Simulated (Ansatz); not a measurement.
# CH2B+ (triplet): the correlation ladder, cc-pVDZ

One table from this session's results is given with a row withheld; the runs are named, their logs left out.

The runs use Ansatz 0.2.0, Gaussian basis; cc-pVDZ, core rule «outside noble gas», up to 2 orbitals frozen.

Plan: UHF; CCSD(T) on ROHF; CCSD(T) on UHF; BCCD(T) on ROHF; CISD as a restricted active space (open shells left free, so some higher excitations enter); CCSDT(Q) on ROHF; CCSDT(Q) on UHF; CASSCF and MRCISD+Q, 8 electrons in 10 orbitals; CASSCF and NEVPT2, 8 electrons in 10 orbitals.

13 further runs of the same task are left out: 2 that didn't finish, 11 set aside as unsound or not needed. Runs told in other sessions of the task aren't counted.

### The system

The geometry is a PBE0/def2-TZVP stationary point (not a proven minimum) of the parent state, kept for this charge and spin.

4 atoms, charge 1, spin multiplicity 3.

Atoms are counted from 1 here; the program's logs count them from 0.

Bond lengths: B1–C2 1.350 Å, B1–H3 1.172 Å, C2–H4 1.070 Å. Angles: C2–B1–H3 180.0°, B1–C2–H4 180.0°.

Set-up of the first run:

Input file in.yaml:

```yaml
crystal:
  periodic: [false, false, false]
  atoms:
    - {symbol: B, position_ang: [0.000000, 0.000000, 0.649311]}
    - {symbol: C, position_ang: [0.000000, 0.000000, -0.700735]}
    - {symbol: H, position_ang: [0.000000, 0.000000, 1.821771]}
    - {symbol: H, position_ang: [0.000000, 0.000000, -1.770347]}
basis:
  gaussian: {orbitals: cc-pVDZ}
total_charge: 1
magnetization: {spin_polarized: true, initial_magnetization: 2}
hamiltonian: {xc: hf}
output: {orbitals: {seedname: orbitals}}
```

Launch:

```bash
ansatz run in.yaml --threads 1 --pin off --events-out ev --progress --plain --max-ram 2393MiB
```

Among the steps run: UHF; CCSD(T) on ROHF; CCSD(T) on UHF; BCCD(T) on ROHF; CISD as a restricted active space (open shells left free, so some higher excitations enter); CCSDT(Q) on ROHF; CCSDT(Q) on UHF; CASSCF and MRCISD+Q, 8 electrons in 10 orbitals; CASSCF and NEVPT2, 8 electrons in 10 orbitals.

One table of the session follows, with a row left open; its other results are not shown here.

| method | from UCCSDT(Q) (meV) |
| --- | --- |
| ROHF | +4617.1 |
| UHF | +4481.8 |
| RMP2 | +911.2 |
| UMP2 | ? |
| CISD | +308.2 |
| RCCSD | +124.2 |
| UCCSD | +121.5 |
| RCCSD(T) | +26.7 |
| UCCSD(T) | +25.8 |
| BCCD(T) | +26.7 |
| RCCSDT | +5.3 |
| UCCSDT | +4.3 |
| RCCSDT(Q) | +1.0 |
| UCCSDT(Q) | 0 |
| CASSCF valence | +2448.0 |
| NEVPT2 valence | +595.6 |
| MRCISD valence | +95.5 |
| MRCISD+Q valence | +9.0 |

Estimate the missing values for UMP2.

**Answer.** from UCCSDT(Q) (meV): +911.1. In the column «from UCCSDT(Q) (meV)» it lies between NEVPT2 valence (+595.6) and RMP2 (+911.2).

Limits of these values: Restricted and unrestricted rows rest on different reference determinants; a gap between their highest levels can come from leftover correlation error, from unlike frozen cores or from another state.
